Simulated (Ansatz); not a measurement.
**CH2Al+ (triplet): the correlation ladder, def2-QZVPP**

An exercise on one series of results from a longer session: the logs are not shown, and one member is left open.

Program: Ansatz 0.2.0, Gaussian basis. Level of theory: def2-QZVPP, core rule «outside noble gas», up to 6 orbitals frozen. These are calculated values, not measurements.

The runs, in order: UHF; ROHF; CCSD(T) on UHF.

2 further runs of the same task are left out: 2 set aside as unsound or not needed.

## The system

The geometry is a PBE0/def2-TZVP stationary point (not a proven minimum) of the parent state, kept for this charge and spin.

4 atoms, charge 1, spin multiplicity 3.

Atoms are counted from 1 here; the program's logs count them from 0.

Bond lengths: Al1–C2 1.970 Å, Al1–H3 1.584 Å, Al1–H4 1.584 Å. Angles: C2–Al1–H3 117.4°, C2–Al1–H4 117.4°, H3–Al1–H4 125.1°.

The first run:

in.yaml reads:

```yaml
crystal:
  periodic: [false, false, false]
  atoms:
    - {symbol: Al, position_ang: [0.000000, 0.000000, 0.541126]}
    - {symbol: C, position_ang: [0.000000, 0.000000, -1.428933]}
    - {symbol: H, position_ang: [0.000000, 1.405499, 1.270943]}
    - {symbol: H, position_ang: [0.000000, -1.405499, 1.270943]}
basis:
  gaussian: {orbitals: "def2-QZVPP.json"}
total_charge: 1
magnetization: {spin_polarized: true, initial_magnetization: 2}
hamiltonian: {xc: hf}
output: {orbitals: {seedname: orbitals}}
```

Launch:

```console
> ansatz run in.yaml --threads 1 --pin off --events-out ev --progress --plain --max-ram 2393MiB
```

Steps of the session up to this table: UHF; ROHF; CCSD(T) on UHF.

One table of the session follows, with a row left open; its other results are not shown here.

```
  method  from UCCSD(T) (meV)
    ROHF              +5080.4
     UHF                    ?
    UMP2              +1103.8
   UCCSD               +148.5
UCCSD(T)                    0
```

Q: Estimate the row for UHF from the others.

As computed: from UCCSD(T) (meV): +4974.1. In the column «from UCCSD(T) (meV)» it lies between UMP2 (+1103.8) and ROHF (+5080.4).
